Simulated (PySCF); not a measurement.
Bonding in `c1ccccc1`

Species: C6H6.
Atom-mapped SMILES: `[cH:1]1[cH:2][cH:3][cH:4][cH:5][cH:6]1` (hydrogens: H7 on C1; H8 on C2; H9 on C3; H10 on C4; H11 on C5; H12 on C6)

Geometry (GFN2-xTB, Å), atoms numbered from 1 in this order:
```xyz
12
C6H6 angstrom
C      0.9553    1.0021   -0.0209
C      1.3456   -0.3263   -0.0146
C      0.3904   -1.3285    0.0033
C     -0.9551   -1.0023    0.0158
C     -1.3455    0.3261    0.0101
C     -0.3903    1.3283   -0.0076
H      1.7008    1.7840   -0.0353
H      2.3956   -0.5808   -0.0238
H      0.6951   -2.3652    0.0082
H     -1.7006   -1.7843    0.0298
H     -2.3954    0.5812    0.0202
H     -0.6946    2.3650   -0.0113
```

Bond orders from the PBE0/pcSseg-1 density (PySCF). Geometry: GFN2-xTB; no solvent, vibrations or thermal averaging.

Question: How far do the computed orders between heavy atoms stray from the drawn ones?

Answer: The largest departure is 0.064, at C1–C2 (drawn aromatic, 1.436), C2–C3 (drawn aromatic, 1.436), C3–C4 (drawn aromatic, 1.436), C4–C5 (drawn aromatic, 1.436) and 2 more, counting aromatic bonds as 1.5. The bonds drawn aromatic all have 1.44.

Question: Set the Mayer orders of the bonds beside their lengths.

Answer: 
```csv
bond,drawn as,length (Å),Mayer order
C1–C2,aromatic,1.385,1.436
C2–C3,aromatic,1.385,1.436
C3–C4,aromatic,1.385,1.436
C4–C5,aromatic,1.385,1.436
C5–C6,aromatic,1.385,1.436
C6–C1,aromatic,1.385,1.436
C1–H7,single,1.080,0.970
C2–H8,single,1.080,0.970
C3–H9,single,1.080,0.970
C4–H10,single,1.080,0.970
C5–H11,single,1.080,0.970
C6–H12,single,1.080,0.970
```

Question: Sum the orders of all bonds at each heavy atom with more than one neighbour and set the sums beside the valence in the SMILES.

Answer: C1 3.842 (drawn 4), C2 3.842 (drawn 4), C3 3.842 (drawn 4), C4 3.842 (drawn 4), C5 3.842 (drawn 4), C6 3.842 (drawn 4). Orders between atoms that aren't bonded are not in these sums.

For a closed shell the Mayer order of atoms A and B is Σ (PS)μν (PS)νμ over the basis functions μ on A and ν on B, with P the density and S the overlap matrix.
